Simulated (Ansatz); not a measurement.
We consider fluorite CdF₂, described by PBE (PAW; Ansatz, an electronic-structure program).

Run with plane-wave cutoff 520 eV, 8×8×8 k mesh, perturbation theory, force constants from a 4×4×4 q mesh, scalar-relativistic PAW data made under PBE.

Question: What does this level give for the electronic dielectric constant ε∞, static dielectric constant and zero-point energy?

Answer: 
* **electronic dielectric constant ε∞**: 2.86
* **static dielectric constant**: 9.79
* **zero-point energy**: 0.038 eV/atom

Measured, for comparison: high-frequency dielectric constant 2.4, static dielectric constant 8.1 (300 K, no zero-point or thermal correction; as tabulated in Rakita et al. (2019), arXiv:1907.03971). Computed (rounded) less measured: high-frequency dielectric constant +19 %, static dielectric constant +21 %.

It cost roughly 6 core-minutes of CPU time.
